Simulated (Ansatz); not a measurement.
Reaction: C3H5 (SMILES [CH2]C=C, doublet) → C3H5 (SMILES [C](C)=C, doublet)
Each species at its own B3LYP-D3(BJ)/def2-TZVP minimum (Ansatz, a first-principles code).

Quantity: isomerisation energy (electronic), in kJ/mol. UHF or UKS for unpaired electrons; spin-orbit terms are left out. CBS(X,Y): correlation extrapolated as X^-3, Hartree-Fock from the larger set. A bracket is a step between two methods taken in the basis named. Functionals run without relativity, which enters their misses. Double hybrids freeze cores in their MP2 part. 'core' is core correlation in cc-pwCVTZ, 'X2C' scalar relativity in cc-pVTZ-DK, both at CCSD(T). The UHF reference of C3H5 ([CH2]C=C, doublet) is spin-contaminated (<S^2> up to 0.20 over the pure value in the sets run). The UHF reference of C3H5 (C=[C]C, doublet) is spin-contaminated (<S^2> up to 0.16 over the pure value in the sets run).

CCSD(T)/CBS(cc-pVTZ,cc-pVQZ) + [CCSDT(Q) - CCSD(T)]/cc-pVDZ + core + X2C (Ansatz) gives 84.6 kJ/mol.

**Question.** What does PBE/def2-TZVPD (Ansatz) give here, and how do the other levels compare?

**Answer.** PBE gives 81.1 kJ/mol, 3.5 kJ/mol below it. Differences of the others: r2SCAN/def2-TZVPD (Ansatz) 1.2; wB97M-V/def2-TZVPD (Ansatz) 0.1; B2PLYP/def2-TZVPD (Ansatz) -1.2; CCSD(T)/CBS(cc-pVTZ,cc-pVQZ) + core + X2C (Ansatz) -0.3 kJ/mol.
